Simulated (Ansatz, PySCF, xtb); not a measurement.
Bonds broken one at a time in the series Si OH-H. Gas-phase values, no solvent. One relaxed conformer stands for each flexible species; it need not be the lowest. Strings in code marks are SMILES.

Quantity: homolytic bond dissociation enthalpy at 298 K (no spin–orbit term), in kcal/mol. Enthalpy corrections at 298 K come from GFN2-xTB frequencies (xtb).

Level 1: frozen-core CCSD(T)/cc-pVTZ // PBE0-D4/def2-TZVP (Ansatz, a program for electronic structure)
Level 2: B3LYP/6-311+G** // PBE0-D4/def2-TZVP (PySCF)
Level 3: PBE/6-31G* // PBE0-D4/def2-TZVP (PySCF)
Level 4: SVWN5/6-31G* // PBE0-D4/def2-TZVP (PySCF)

```
species                                                                                                                     level 1  level 2  level 3  level 4
--------------------------------------------------------------------------------------------------------------------------  -------  -------  -------  -------
O–Si bond of `O[SiH3]`, giving `[OH]` and `[SiH3]`                                                                            119.5    112.2    116.6    136.1
O–Si bond of `O[SiH2]O` (H–O–Si–O torsion -66°, O–Si–O–H torsion -66°), giving `O[SiH2]` (H–O–Si–H torsion 52°) and `[OH]`    128.6    120.1      ___    145.9
O–Si bond of `O[Si](O)(O)O`, giving `O[Si](O)O` and `[OH]`                                                                    136.0      ___      ___    153.6
```

Problem. Complete the blanks.

Solution. 
- O–Si bond of `O[SiH2]O` (H–O–Si–O torsion -66°, O–Si–O–H torsion -66°), giving `O[SiH2]` (H–O–Si–H torsion 52°) and `[OH]`, level 3: 125.7
- O–Si bond of `O[Si](O)(O)O`, giving `O[Si](O)O` and `[OH]`, level 2: 125.7
- O–Si bond of `O[Si](O)(O)O`, giving `O[Si](O)O` and `[OH]`, level 3: 132.0
